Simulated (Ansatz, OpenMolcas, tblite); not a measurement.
## Computed against measured: dipole moment

8 molecules with oxygen; the dipole moment in D, computed less measured. Shapes, held fixed at every level: PBE0-D4/def2-TZVP. No vibrational averaging. Dipoles are compared by magnitude; molecules under 1 D, whose direction can flip, are left out. Programs: Ansatz 0.2.0, OpenMolcas 26.06, tblite 0.8.0. Measured values: NIST CCCBDB.

Levels: A = IPEA1-xTB; B = PBE-D4/def2-TZVPP; C = B3LYP/6-31G* (spherical functions); D = wB97M-V/def2-TZVPP.

| molecule | measured | A | B | C | D |
| --- | --- | --- | --- | --- | --- |
| HOF (hypofluorous acid) | 2.23 | +0.17 | -0.35 | -0.26 | -0.27 |
| NOF (nitrosyl fluoride) | 1.81 | -0.28 | -0.55 | -0.70 | -0.36 |
| SO2 (sulfur dioxide) | 1.63 | +0.09 | -0.09 | +0.08 | +0.17 |
| CHFO (formyl fluoride) | 2.02 | +0.25 | -0.07 | -0.05 | +0.09 |
| SCl2O2 (sulfuryl chloride) | 1.81 | -1.68 | -0.18 | -0.33 | +0.14 |
| SO2F2 (SMILES O=S(=O)(F)F) | 1.12 | -0.66 | -0.01 | +0.06 | +0.04 |
| C2H6O (dimethyl ether) | 1.30 | +0.44 | -0.20 | -0.06 | -0.08 |
| C3H6O (propylene oxide) | 2.01 | +0.48 | -0.25 | -0.08 | -0.08 |

Q: Which level does best on this set, which worst, and which err to one side?

A: 
```tsv
level	kind	mean error	mean absolute error	worst case
IPEA1-xTB	semi-empirical	-0.149	0.506	SCl2O2
PBE-D4/def2-TZVPP	GGA	-0.213	0.213	NOF
B3LYP/6-31G* (spherical functions)	global hybrid	-0.167	0.202	NOF
wB97M-V/def2-TZVPP	range-separated hybrid	-0.044	0.154	NOF
```

On this set wB97M-V/def2-TZVPP has the smallest mean absolute error and IPEA1-xTB the largest. PBE-D4/def2-TZVPP is too low in 8 of 8; B3LYP/6-31G* (spherical functions) is too low in 6 of 8. The tabulated values of HOF, NOF are in doubt (older tables, estimates, or at odds with other calculations) and kept here. Over the 6 molecules whose values aren't doubted the mean absolute errors are A 0.600; B 0.133; C 0.110; D 0.100. The set is small.
